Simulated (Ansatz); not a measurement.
A made-up structure of Al₂SiH₆, closed shell:

```xyz
9
angstrom
Al -1.5683 1.2614 -1.4592
Al 1.1163 -1.3543 0.8746
Si 0.1728 0.8766 0.4137
H -3.1342 1.1125 -1.1941
H -1.1295 1.6308 -2.9473
H 0.6049 1.9392 1.2507
H 2.4920 -1.3276 1.5203
H 1.2173 -2.2045 -0.3814
H 0.1876 -2.0941 1.8236
```

It is relaxed with PBE-D4/def2-SVP and then PBE0-D4/def2-TZVP (Ansatz 0.2.0). Atoms count as bonded within 1.22 times the sum of their covalent radii (H–H: 0.88 Å). The end point is not checked to be a true minimum.

**Question.** Does its bonding change? (A judgement: the text doesn't fix the answer.)

**Answer.** By the calculation: Yes. Formed: Si3–H9; broken: Al2–H9.

Where it ends: The first stage lowers the energy by 2.35 eV in 33 steps. It ends as Al₂SiH₆ ([AlH2][SiH2][AlH2]):
| atom | x (Å) | y (Å) | z (Å) |
| --- | --- | --- | --- |
| Al1 | -1.2711 | 1.0386 | -1.2530 |
| Al2 | 1.4381 | -1.4222 | 0.4456 |
| Si3 | -0.1927 | 0.3545 | 0.8284 |
| H4 | -2.5829 | 0.2975 | -1.7577 |
| H5 | -0.6257 | 2.1753 | -2.1563 |
| H6 | 0.4925 | 1.5327 | 1.4416 |
| H7 | 2.9438 | -1.0651 | 0.0851 |
| H8 | 0.9882 | -2.9458 | 0.4770 |
| H9 | -1.2313 | -0.1255 | 1.7901 |

Labels in which every atom is bracketed show which atoms are joined, not bond orders.

For scale, one of the runs: PBE0-D4/def2-TZVP relaxation, 147 basis functions, launched by `ansatz run in.yaml --threads 2 --pin off --events-out ev --progress --plain --max-ram 4352MiB`. Hardware: 2 CPU threads of an Arm Neoverse V1, shared host. Wall time about 45 s.
